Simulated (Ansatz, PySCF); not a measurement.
Species: HO$_{2}$ (charge 0, doublet). SMILES: O[O]
Geometry: optimised at B3LYP-D3(BJ)/def2-TZVP (Ansatz, a first-principles code).

Wanted: atomisation energy, in kcal/mol. Terms: no spin-orbit coupling; non-relativistic; 6-31G* and kin with 6d, 5d where marked; atomisation electronic, to ground-state atoms; dispersion terms only where a functional's name holds one; frozen cores in correlated levels; UHF or UKS for open shells. Basis-set limits of correlation are two-point, X^-3; Hartree-Fock from the larger set. First-principles rows: single points at B3LYP-D3(BJ) geometries (Ansatz).

```tsv
species	coefficient	E at B3LYP/6-31G* (Ansatz), Eh	E at M06-2X/def2-TZVPD (PySCF), Eh
[O]O (HO2)	-1	-150.89910	-150.90931
H atom	+1	-0.50027	-0.49815
O atom	+2	-75.06062	-75.06660
```

Coupled cluster (Ansatz) is a level with limits of its own, used here on species with T1 under 0.025 (0.045 for open shells) and stable references: CCSD(T)/CBS(aug-cc-pVTZ,aug-cc-pVQZ). Value to compare with, CCSD(T)/CBS(aug-cc-pVTZ,aug-cc-pVQZ) (Ansatz): 175.0 kcal/mol. 1 Eh = 627.5095 kcal/mol.

Compute it at each level from the table, and compare with CCSD(T)/CBS(aug-cc-pVTZ,aug-cc-pVQZ) (Ansatz).


- B3LYP/6-31G*: the sum of coefficient times E is 0.27759 Eh, or 174.19 kcal/mol. Result: 174.2 kcal/mol. Its difference against CCSD(T)/CBS(aug-cc-pVTZ,aug-cc-pVQZ) (Ansatz) is -0.8 kcal/mol.
- M06-2X/def2-TZVPD: the sum of coefficient times E is 0.27796 Eh, or 174.42 kcal/mol. Result: 174.4 kcal/mol. Its difference against CCSD(T)/CBS(aug-cc-pVTZ,aug-cc-pVQZ) (Ansatz) is -0.6 kcal/mol.
